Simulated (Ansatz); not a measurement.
Ansatz (a first-principles code) input (HF/6-31G*):

Ansatz 0.2 input:
```yaml
crystal:
  periodic: [false, false, false]
  atoms:
    - {symbol: C, position_ang: [-0.00673296, 1.12732401, 0.31141154]}
    - {symbol: C, position_ang: [0.00616760, -1.12525751, 0.31880935]}
    - {symbol: C, position_ang: [0.73374734, 0.00314126, -0.32304346]}
    - {symbol: C, position_ang: [-0.73316660, -0.00526401, -0.32433184]}
    - {symbol: H, position_ang: [-0.00826863, 1.23020767, 1.38868558]}
    - {symbol: H, position_ang: [-0.01165320, 2.06710453, -0.21757500]}
    - {symbol: H, position_ang: [0.00576988, -1.22107424, 1.39673596]}
    - {symbol: H, position_ang: [0.01203138, -2.06848686, -0.20399310]}
    - {symbol: H, position_ang: [1.43740053, 0.00452354, -1.12920194]}
    - {symbol: H, position_ang: [-1.43537229, -0.01193715, -1.13172507]}
basis:
  gaussian:
    orbitals: 6-31G*
hamiltonian:
  xc: {name: HF}
phonons: {temperatures: {t_min: 298.15, t_max: 298.15, t_step: 100}}
```

**Question.** Which harmonic wavenumbers does it give?

**Answer.** 473, 802, 824, 934, 957, 1010, 1034, 1133, 1192, 1204, 1210, 1247, 1303, 1306, 1416, 1446, 1644, 1683, 3250, 3250, 3343, 3344, 3422, 3436 cm⁻¹ (unscaled; negative means imaginary).
